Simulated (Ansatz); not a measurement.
System: C₃H₄, charge 0, triplet. This triplet is an excited state, 2.3 eV above the singlet at CCSD(T)/cc-pVQZ (Ansatz, a first-principles code). C3H4 (parent SMILES C(=C)=C, triplet).
B3LYP-D3(BJ)/def2-TZVP minimum from Ansatz:
```xyz
7

C      1.2766    -0.0276     0.0941
C      0.0022    -0.0139    -0.3564
C     -1.2776     0.0342     0.0760
H      2.1248    -0.0744    -0.5772
H      1.4966     0.0084     1.1618
H     -2.1176     0.0283    -0.6073
H     -1.5107     0.0812     1.1405
```
Charge 0, spin multiplicity 3.

Total energies in aug-cc-pVDZ, 16 correlated electrons, 3 frozen orbitals. Open shells are spin-unrestricted; no spin-orbit coupling. Cores are frozen in correlated methods. No relativity. The UHF reference of C3H4 (parent SMILES C=C=C, triplet) is spin-contaminated (<S^2> up to 0.12 over the pure value in the sets run). The spin of C3H4 (parent SMILES C=C=C, triplet) was assumed, and the state is the lowest solution found for it.

```
method    program  energy (Eh)  minus CCSDT(Q) (mEh)
--------  -------  -----------  --------------------
HF         Ansatz   -115.83081                425.27
MP2        Ansatz   -116.19088                 65.20
CCSD       Ansatz   -116.23785                 18.22
CCSD(T)    Ansatz   -116.25344                  2.63
CCSDT(Q)   Ansatz   -116.25608                  0.00
```

Rough core times of Ansatz's runs on a shared machine: CCSD(T) 40 s, CCSDT(Q) 70 min.
